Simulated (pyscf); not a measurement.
Thermochemistry of product channels of F–N•–F + disilane (H₃Si–SiH₃) on the doublet surface, in kJ/mol, from ωB97M-D3(BJ)/def2-TZVP energies (ideal gas, 1 atm, RRHO with modes under 100 cm⁻¹ raised to 100, one conformer, R ln 2 for chiral ones without a mode under 150 cm⁻¹). PySCF, gas phase, ωB97X-D3(BJ)/def2-SVP geometries.

| products | ΔE | ΔH(298 K) | ΔG(298 K) | ΔG(900 K) |
|---|---|---|---|---|
| F–SiH₃ + F–N•–SiH₃ | -291.5 | -287.3 | -288.8 | -290.3 |
| hydrogen fluoride (HF) + F–N•–SiH₂–SiH₃ | -158.3 | -152.1 | -151.6 | -155.3 |

These are energies of the channels, which say nothing of barriers. F–N•–SiH₃ lies 444.9 kJ/mol over its isomer H₂N–SiH•–F (electronic energy, ωB97M-D3(BJ)). F–N•–SiH₂–SiH₃ lies 517.9 kJ/mol over its isomer F–SiH₂–NH–SiH₂• (electronic energy, ωB97M-D3(BJ)).
